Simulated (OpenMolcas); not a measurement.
# SO2F2 (sulfuryl fluoride), step by step

Aim: a single-point energy (HF/ANO-R0), then the energy (CASSCF(2,2)/ANO-R1), then an energy scan (CASPT2(2,2)/ANO-R1), then the energy along one coordinate (SC-NEVPT2(2,2)/ANO-R1), then the energy along one coordinate (MC-PDFT[tPBE](2,2)/ANO-R1) of SO2F2 (sulfuryl fluoride). 

The results are computed with OpenMolcas 26.06.

## 1. The structure to begin with

SO2F2 has 5 atoms, charge 0, and is taken as a singlet. SMILES: `O=S(=O)(F)F`. The coordinates come from a PBE0-D4/def2-TZVP relaxation.

Bond lengths: O1–S2 1.404 Å, S2–O3 1.404 Å, S2–F4 1.539 Å, S2–F5 1.539 Å. Angles: O1–S2–O3 124.9°, O1–S2–F4 108.1°, O1–S2–F5 108.1°, O3–S2–F4 108.1°, O3–S2–F5 108.1°, F4–S2–F5 95.6°.

## 2. A single-point energy at HF/ANO-R0 (sfX2C) (run 1)

The input, coord.xyz:

```xyz
5

O     -0.388200    -0.151100     1.421700
S      0.070900    -0.096900     0.095900
O      1.129600    -0.862200    -0.418700
F     -1.140900    -0.267600    -0.837400
F      0.328600     1.377800    -0.261400
```

The input, step1.input:

```
&gateway
 coord=coord.xyz
 basis=ANO-R0
 group=NoSym

&seward

&scf
 prorbitals=0

&localisation
 occupied
 freeze
 pipek-mezey

&localisation
 fileorb=$Project.LocOrb
 virtual
 pipek-mezey
```

Launch:

```sh
export MOLCAS_MEM=1860
pymolcas step1.input > step1.log
```

What it wrote:

```text
--- Start Module: gateway ---
[...]
--- Stop Module: gateway /rc=_RC_ALL_IS_WELL_ ---
[...]
      Basis functions           29
[...]
       Convergence after  10 Iterations
[...]
::    Total SCF energy                               -746.4113492060
[...]
      Total spin, S                                     0.0000000000
[...]
      Total electronic charge=   50.000000
      Total            charge=   -0.000000
[...]
      Dipole Moment (debye):
      Origin of the operator (angstrom)=   -0.0128    0.0175   -0.0173
                   X= -4.4400E-01               Y=  6.0674E-01               Z= -6.0088E-01           Total=  9.6246E-01
      Quadrupole Moment (debye*angstrom):
[...]
--- Start Module: localisation ---
[...]
--- Stop Module: localisation /rc=_RC_ALL_IS_WELL_ ---
--- Start Module: localisation ---
[...]
--- Stop Module: localisation /rc=_RC_ALL_IS_WELL_ ---
[...]
```

Wall time 2.4 s (1 thread of Intel Xeon 6975P-C (Granite Rapids), shared host); peak memory 0.41 GiB.

## 3. A single-point energy at CASSCF(2,2)/ANO-R1 (sfX2C, RICD fitting) (run 2)

coord.xyz is that of step 2.

The input, step2.inp:

```
* F2O2S CASSCF
>>> EXPORT MOLCAS_PRINT=2

&GATEWAY
  COORD
  coord.xyz
  BASIS
  ANO-R0
  GROUP
  NoSym

&SEWARD

&RASSCF
  FILEORB
  $CurrDir/step1.LocOrb
  ALTER
  2
  1 16 25
  1 26 27
  SPIN
  1
  NACTEL
  2 0 0
  INACTIVE
  24
  RAS2
  2
  ORBLISTING
  Nothing
>>> COPY $Project.RunFile RUNFIL1
>>> COPY $Project.RasOrb INPORB

&GATEWAY
  COORD
  coord.xyz
  BASIS
  ANO-R1
  GROUP
  NoSym
  RICD

&SEWARD
>>> COPY $Project.RunFile RUNFIL2

&EXPBAS

&RASSCF
  FILEORB
  $Project.ExpOrb
  SPIN
  1
  NACTEL
  2 0 0
  INACTIVE
  24
  RAS2
  2
  ORBLISTING
  Nothing
```

Launch:

```sh
export MOLCAS_MEM=1860
pymolcas step2.inp > step2.log
```

What it wrote:

```text
--- Start Module: gateway ---
[...]
      Basis functions           29
[...]
      Number of active orbitals                  2
[...]
      Spin quantum number                      0.0
[...]
      Active orbitals                            2
[...]
      Number of CSFs                             3
[...]
      Number of root(s) required                 1
[...]
      Convergence after 14 iterations
[...]
      printout of CI-coefficients larger than  0.05 for root  1
      energy=    -746.440363
      conf/sym  11     Coeff  Weight
             1  20   0.98668 0.97354
             3  02  -0.16266 0.02646
      Natural orbitals and occupation numbers for root  1
      sym 1:   1.947085   0.052915
      ************************************************************************************************************************
      *                                                    Final results                                                     *
[...]
::    RASSCF root number  1 Total energy:   -746.44036282
[...]
      Basis functions           74
[...]
      Convergence after 17 iterations
[...]
      Natural orbitals and occupation numbers for root  1
      sym 1:   1.979204   0.020796
      ************************************************************************************************************************
      *                                                    Final results                                                     *
[...]
::    RASSCF root number  1 Total energy:   -747.57598067
[...]
      Total electronic charge=   50.000000
      Total            charge=   -0.000000
[...]
      Dipole Moment (debye):
      Origin of the operator (angstrom)=   -0.0128    0.0175   -0.0173
                   X= -6.4569E-01               Y=  7.0840E-01               Z= -8.0671E-01           Total=  1.2528E+00
      Quadrupole Moment (debye*angstrom):
[...]
```

Run time: 7.5 s. Hardware: 1 thread of Intel Xeon 6975P-C (Granite Rapids), shared host; peak memory 0.41 GiB.

## 4. An energy scan at CASPT2(2,2)/ANO-R1 (sfX2C, RICD fitting, ipea shift 0.25 Eh, pt2 variant SS) (run 3)

The input, step3.input:

```
>>> COPY $CurrDir/step2.RasOrb $Project.RasOrb
>>> ForEach K in (1, 2, 3, 4, 5, 6, 7, 8, 9)

&gateway
  coord=$CurrDir/point$K.xyz
  basis=ANO-R1
  group=NoSym
  ricd

&seward

&rasscf
  fileorb=$Project.RasOrb
  spin=1
  nactel=2 0 0
  inactive=24
  ras2=2
  orblisting=Nothing

&caspt2
  imaginary=0.2
  frozen=9
>>> EndDo
```

Launch:

```sh
export MOLCAS_MEM=1860
pymolcas step3.input > step3.log
```

What it wrote:

```text
[...]
      Basis functions           74
[...]
      Number of active orbitals                  2
[...]
      Spin quantum number                      0.0
[...]
      Active orbitals                            2
[...]
      Number of CSFs                             3
[...]
      Number of root(s) required                 1
[...]
      Convergence after 16 iterations
[...]
      printout of CI-coefficients larger than  0.05 for root  1
      energy=    -747.550134
      conf/sym  11     Coeff  Weight
             1  20   0.99724 0.99449
             3  02  -0.07421 0.00551
      Natural orbitals and occupation numbers for root  1
      sym 1:   1.988987   0.011013
      ************************************************************************************************************************
      *                                                    Final results                                                     *
[...]
::    RASSCF root number  1 Total energy:   -747.55013370
[...]
::    CASPT2 Root  1     Total energy:   -748.41593370
[...]
      Convergence after 14 iterations
[...]
      Natural orbitals and occupation numbers for root  1
      sym 1:   1.979207   0.020793
      ************************************************************************************************************************
      *                                                    Final results                                                     *
[...]
      Convergence after 16 iterations
[...]
      Convergence after 19 iterations
[...]
      Convergence after 35 iterations
[...]
::    RASSCF root number  1 Total energy:   -747.44331442
[...]
::    CASPT2 Root  1     Total energy:   -748.27998088
[...]
      Convergence after  7 iterations
[...]
::    RASSCF root number  1 Total energy:   -747.44301406
[...]
      Reference weight:           0.81508
[...]
::    CASPT2 Root  1     Total energy:   -748.27920192
[...]
```

Wall time 47 s (1 thread of Intel Xeon 6975P-C (Granite Rapids), shared host); peak memory 0.08 GiB.

The scan, from its lowest point:

```
F4–S2 (Å)  energy (kJ/mol)
    1.385             71.8
    1.539              0.0
    1.693             30.2
    1.924            136.0
    2.232            273.9
    2.616            376.3
    3.078            418.6
    3.694            428.8
    4.617            430.8
```

## 5. The energy along one coordinate at SC-NEVPT2(2,2)/ANO-R1 (sfX2C, RICD fitting, pt2 variant SC-NEVPT2) (run 4)

The input, step4.input:

```
* F2O2S NEVPT2
>>> COPY $CurrDir/step2.RasOrb $Project.RasOrb
>>> ForEach K in (1, 2, 3, 4, 5, 6, 7, 8, 9)

&gateway
  coord=$CurrDir/point$K.xyz
  basis=ANO-R1
  group=NoSym
  ricd

&seward

&rasscf
  fileorb=$Project.RasOrb
  spin=1
  nactel=2 0 0
  inactive=24
  ras2=2
  orblisting=Nothing

&caspt2
  sc-nevpt2
  frozen=9
>>> EndDo
```

Launch:

```sh
export MOLCAS_MEM=1860
pymolcas step4.input > step4.log
```

What it wrote:

```text
--- Start Module: gateway ---
[...]
      Basis functions           74
[...]
      Number of active orbitals                  2
[...]
      Spin quantum number                      0.0
[...]
      Active orbitals                            2
[...]
      Number of CSFs                             3
[...]
      Number of root(s) required                 1
[...]
      Convergence after 16 iterations
[...]
      printout of CI-coefficients larger than  0.05 for root  1
      energy=    -747.550134
      conf/sym  11     Coeff  Weight
             1  20   0.99724 0.99449
             3  02  -0.07421 0.00551
      Natural orbitals and occupation numbers for root  1
      sym 1:   1.988987   0.011013
      ************************************************************************************************************************
      *                                                    Final results                                                     *
[...]
::    RASSCF root number  1 Total energy:   -747.55013370
[...]
::    SC-NEVPT2 Root  1     Total energy:   -748.40501235
[...]
      Convergence after 14 iterations
[...]
      Natural orbitals and occupation numbers for root  1
      sym 1:   1.979207   0.020793
      ************************************************************************************************************************
      *                                                    Final results                                                     *
[...]
      Convergence after 16 iterations
[...]
      Convergence after 19 iterations
[...]
      Convergence after 35 iterations
[...]
::    RASSCF root number  1 Total energy:   -747.44331442
[...]
::    SC-NEVPT2 Root  1     Total energy:   -748.27269816
[...]
      Convergence after  7 iterations
[...]
::    RASSCF root number  1 Total energy:   -747.44301406
[...]
::    SC-NEVPT2 Root  1     Total energy:   -748.27194931
[...]
```

Wall time 43 s (1 thread of Intel Xeon 6975P-C (Granite Rapids), shared host); peak memory 0.08 GiB.

The scan, from its lowest point:

```
F4–S2 (Å)  energy (kJ/mol)
    1.385             79.2
    1.539              0.0
    1.693             25.6
    1.924            131.5
    2.232            275.0
    2.616            378.6
    3.078            418.2
    3.694            426.6
    4.617            428.6
```

## 6. An energy scan at MC-PDFT[tPBE](2,2)/ANO-R1 (sfX2C, RICD fitting) (run 5)

The input, step5.input:

```
>>> COPY $CurrDir/step2.RasOrb $Project.RasOrb
>>> ForEach K in (1, 2, 3, 4, 5, 6, 7, 8, 9)
&GATEWAY
COORD
$CurrDir/point$K.xyz
BASIS
ANO-R1
GROUP
NoSym
RICD
&SEWARD
&RASSCF
FILEORB
$Project.RasOrb
SPIN
1
NACTEL
2 0 0
INACTIVE
24
RAS2
2
ORBLISTING
Nothing
&MCPDFT
KSDFT
T:PBE
>>> EndDo
```

Launch:

```sh
export MOLCAS_MEM=1860
pymolcas step5.input > step5.log
```

What it wrote:

```text
--- Start Module: gateway ---
[...]
      Basis functions           74
[...]
      Number of active orbitals                  2
[...]
      Spin quantum number                      0.0
[...]
      Active orbitals                            2
[...]
      Number of CSFs                             3
[...]
      Number of root(s) required                 1
[...]
      Convergence after 16 iterations
[...]
      printout of CI-coefficients larger than  0.05 for root  1
      energy=    -747.550134
      conf/sym  11     Coeff  Weight
             1  20   0.99724 0.99449
             3  02  -0.07421 0.00551
      Natural orbitals and occupation numbers for root  1
      sym 1:   1.988987   0.011013
      ************************************************************************************************************************
      *                                                    Final results                                                     *
[...]
::    RASSCF root number  1 Total energy:   -747.55013370
[...]
::    MCPDFT root number  1 Total energy:   -749.20298072
[...]
      Convergence after 14 iterations
[...]
      Natural orbitals and occupation numbers for root  1
      sym 1:   1.979207   0.020793
      ************************************************************************************************************************
      *                                                    Final results                                                     *
[...]
      Convergence after 16 iterations
[...]
      Convergence after 19 iterations
[...]
      Convergence after 35 iterations
[...]
::    RASSCF root number  1 Total energy:   -747.44331442
[...]
::    MCPDFT root number  1 Total energy:   -749.05859168
[...]
      Convergence after  7 iterations
[...]
::    RASSCF root number  1 Total energy:   -747.44301406
[...]
::    MCPDFT root number  1 Total energy:   -749.05781615
[...]
```

Wall time 46 s (1 thread of Intel Xeon 6975P-C (Granite Rapids), shared host); peak memory 0.08 GiB.

The scan, from its lowest point:

```
F4–S2 (Å)  energy (kJ/mol)
    1.385             81.9
    1.539              0.0
    1.693             19.9
    1.924            116.9
    2.232            265.1
    2.616            393.5
    3.078            448.8
    3.694            461.0
    4.617            463.1
```

## 7. Summary of results

| quantity | value |
| --- | --- |
| run 1, HF/ANO-R0: total energy | -746.41135 Eh |
| run 1, HF/ANO-R0: dipole moment | 0.96 D |
| run 1, HF/ANO-R0: HOMO energy | -11.04 eV |
| run 1, HF/ANO-R0: LUMO energy | 7.66 eV |
| run 1, HF/ANO-R0: HOMO–LUMO gap | 18.70 eV |
| run 2, CASSCF(2,2)/ANO-R1: total energy | -747.57598 Eh |
| run 2, CASSCF(2,2)/ANO-R1: dipole moment (CASSCF density) | 1.25 D |
| run 3, CASPT2(2,2)/ANO-R1: lowest energy of the scan | -748.44329 Eh |
| run 4, SC-NEVPT2(2,2)/ANO-R1: lowest energy of the scan | -748.43518 Eh |
| run 5, MC-PDFT[tPBE](2,2)/ANO-R1: lowest energy of the scan | -749.23419 Eh |

What this shows: Mulliken charges (run 1, HF/ANO-R0) run from -0.51 on O1 to +1.59 on S2; they depend strongly on the basis. Mulliken charges (run 2, CASSCF(2,2)/ANO-R1) run from -0.38 on O1 to +1.10 on S2; they depend strongly on the basis.
